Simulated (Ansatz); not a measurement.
# BSiH₂ (quartet): the correlation ladder, cc-pVTZ

Aim: climb from Hartree-Fock through coupled cluster and multireference methods for BSiH₂ (quartet) at one geometry and basis, and see what each rung misses.

Computed with Ansatz 0.2.0, Gaussian basis. Level: cc-pVTZ, core rule «outside noble gas», up to 6 orbitals frozen.

The runs, in order: UHF; CCSD(T) on ROHF; CCSD(T) on UHF; BCCD(T) on ROHF; CCSDT(Q) on ROHF; CCSDT(Q) on UHF; CASSCF and MRCISD+Q, 9 electrons in 10 orbitals; CASSCF and NEVPT2, 9 electrons in 10 orbitals.

5 further runs of the same task are left out: 5 set aside as unsound or not needed.

### 1 The geometry

The geometry is a PBE0/def2-TZVP stationary point (not a proven minimum) of the parent state, kept for this charge and spin.

4 atoms, charge 0, spin multiplicity 4.

Atoms are counted from 1 here; the program's logs count them from 0.

Bond lengths: Si1–B2 1.954 Å, Si1–H3 1.501 Å, Si1–H4 1.501 Å. Angles: B2–Si1–H3 102.8°, B2–Si1–H4 102.8°, H3–Si1–H4 107.0°.

### 2 UHF

The input, in.yaml:

```yaml
crystal:
  periodic: [false, false, false]
  atoms:
    - {symbol: Si, position_ang: [-0.085001, 0.000000, 0.494288]}
    - {symbol: B, position_ang: [0.088473, -0.000001, -1.451856]}
    - {symbol: H, position_ang: [0.709774, -1.206838, 0.899706]}
    - {symbol: H, position_ang: [0.709775, 1.206839, 0.899704]}
basis:
  gaussian: {orbitals: cc-pVTZ}
magnetization: {spin_polarized: true, initial_magnetization: 3}
hamiltonian: {xc: hf}
output: {orbitals: {seedname: orbitals}}
```

The run is started by

```console
$ ansatz run in.yaml --threads 1 --pin off --events-out ev --progress --plain --max-ram 4096MiB --backend cpu
```

After this run come: CCSD(T) on ROHF; CCSD(T) on UHF; BCCD(T) on ROHF; CCSDT(Q) on ROHF; CCSDT(Q) on UHF; CASSCF and MRCISD+Q, 9 electrons in 10 orbitals; CASSCF and NEVPT2, 9 electrons in 10 orbitals.

Q: Predict the results of all the runs planned. Wanted: UCCSDT(Q) below the RHF energy; RMP2 from UCCSDT(Q); UMP2 from UCCSDT(Q); RCCSD from UCCSDT(Q); RCCSD(T) from UCCSDT(Q); UCCSD(T) from UCCSDT(Q); RCCSDT(Q) from UCCSDT(Q); NEVPT2 valence from UCCSDT(Q); MRCISD+Q valence from UCCSDT(Q).

As calculated:

| quantity | value |
| --- | --- |
| UCCSDT(Q) below the RHF energy | -5.2870 eV |
| RMP2 from UCCSDT(Q) | +1185.7 meV |
| UMP2 from UCCSDT(Q) | +1185.0 meV |
| RCCSD from UCCSDT(Q) | +244.6 meV |
| RCCSD(T) from UCCSDT(Q) | +52.8 meV |
| UCCSD(T) from UCCSDT(Q) | +52.2 meV |
| RCCSDT(Q) from UCCSDT(Q) | +1.7 meV |
| NEVPT2 valence from UCCSDT(Q) | +1031.5 meV |
| MRCISD+Q valence from UCCSDT(Q) | +94.0 meV |
| levels within 1 kcal/mol (43 meV) | RCCSDT, UCCSDT, RCCSDT(Q) |
| T1 diagnostic | 0.036 |
| effectively unpaired electrons | 3.02 |

RCCSD(T) misses by +52.8 meV, 1.0 % of the correlation energy. One determinant dominates. Of the multireference levels listed MRCISD+Q valence comes nearest in total energy (+94.0 meV), which doesn't show that its space is the better one. These misses are within one basis, not against nature; the frozen cores of restricted and unrestricted runs differ, which can shift their rows.
